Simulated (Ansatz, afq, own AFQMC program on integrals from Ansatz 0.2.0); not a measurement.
# CH$_{2}$N, quartet: AFQMC among the cluster methods

```
atom   x (Å)    y (Å)    z (Å)
   N  0.0000   0.0000   1.2468
   C  0.0000   0.0000  -1.7492
   H  0.0000   0.8633   1.7589
   H  0.0000  -0.8633   1.7589
```

Connectivity, by distances: NH2 ··· C.

Basis cc-pVDZ. Only valence electrons are correlated. Integrals, coupled cluster, full CI and functionals: Ansatz 0.2.0; the random walks run on the same integrals in our own AFQMC program. The CISD trial takes its coefficients from CCSD amplitudes. Released means that phaseless walkers are propagated on without the constraint, phases kept. Error bars are statistical, one sigma.

Determinant: ROHF, the one that the program's search chose, which needn't be the lowest solution. The geometry is a point of a scan.

No full CI on the walks' own integrals is used here; CCSDT(Q) serves as the reference and is uncertain by about the last step of the cluster series.

Cautions: lower spins were not checked; the released energies are still falling, so no released level is given (meV from the phaseless value at times in 1/Eh: -5 ± 12 at 0.24, 5 ± 13 at 0.51, -18 ± 14 at 0.99, -27 ± 18 at 1.62, -36 ± 18 at 2.40), though the last usable value meets CCSDT(Q) within the noise.

* T1 diagnostic: 0.0153
* weight of the determinant in the CISD state: 0.902
* size of the correlated space: 11 electrons in 36 orbitals

```
  level  correlation energy (eV)
    MP2                  -5.5341
   CCSD                  -6.6222
CCSD(T)                  -6.7232
```

Estimate where phaseless AFQMC with the Hartree–Fock trial lies against CCSD(T) on the same integrals.

18.5 ± 4.7 kJ/mol above CCSD(T).

Reference: CCSDT(Q), correlation energy -6.749 eV.

```csv
level,E − E(reference) (kJ/mol),share of correlation (%)
CCSD(T),2.5,99.62
CCSDT,0.7,99.90
ph-AFQMC/HF,21.0 ± 4.7,96.77
ph-AFQMC/CISD,0.9 ± 1.1,99.86
```

A walk keeps the symmetry of its determinant, which the program's search chose and which needn't be the lowest solution, so a lower state of the same spin and another symmetry isn't excluded.
